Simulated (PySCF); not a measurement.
Scalar relativity in Al (aluminium, neutral)

[Ne] 3s2 3p1, 2P determinant; PBE calculated with PySCF 2.14 in dyall-acv3z (19s12p6d4f, 113 functions), once non-relativistic with a point nucleus and once with spin-free X2C-1e and a Gaussian nucleus.

| shell | ε non-rel. (eV) | ε X2C (eV) | rms r non-rel. (bohr, spins averaged) | rms r X2C (bohr, spins averaged) | change of radius (%) |
| --- | --- | --- | --- | --- | --- |
| 1s α | -1507.6 | -1510.5 | 0.1398 | 0.1394 | -0.33 |
| 1s β | -1507.5 | -1510.5 | 0.1398 | 0.1394 | -0.33 |
| 2s α | -107.64 | -108.06 | 0.6875 | 0.6856 | -0.28 |
| 2s β | -107.59 | -108.01 | 0.6875 | 0.6856 | -0.28 |
| 2p α | -69.612 | -69.553 | 0.6810 | 0.6807 | -0.05 |
| 2p β | -69.543 | -69.485 | 0.6810 | 0.6807 | -0.05 |
| 3s α | -7.882 | -7.904 | 2.750 | 2.745 | -0.19 |
| 3s β | -7.288 | -7.309 | 2.750 | 2.745 | -0.19 |
| 3p α | -3.094 | -3.086 | 3.722 | 3.725 | 0.08 |

The total energy goes from -242.2359 to -242.6786 hartree.

Ionisation energy, Al [Ne] 3s2 3p1 (2P) → Al+ [Ne] 3s2 (1S) (eV):

| method | non-relativistic | spin-free X2C | shift |
| --- | --- | --- | --- |
| UHF | 5.609 | 5.600 | -0.009 |
| MP2 (valence) | 5.836 | 5.828 | -0.009 |
| SCS-MP2 (valence) | 5.820 | 5.811 | -0.009 |
| CCSD (valence) | 5.926 | 5.918 | -0.009 |
| CCSD(T) (valence) | 5.960 | 5.951 | -0.009 |
| MP2 (valence and next inner shell) | 5.820 | 5.811 | -0.009 |
| SCS-MP2 (valence and next inner shell) | 5.808 | 5.799 | -0.009 |
| CCSD (valence and next inner shell) | 5.922 | 5.913 | -0.009 |
| CCSD(T) (valence and next inner shell) | 5.949 | 5.939 | -0.009 |
| LDA | 6.036 | 6.026 | -0.010 |
| PBE | 6.078 | 6.069 | -0.010 |
| PBE0 | 6.098 | 6.088 | -0.010 |
| r2SCAN | 6.176 | 6.166 | -0.010 |

Relativity contracts and stabilises s shells directly. The contracted s shells screen the nucleus better, so for spin-averaged p shells the direct and indirect effects partly cancel.
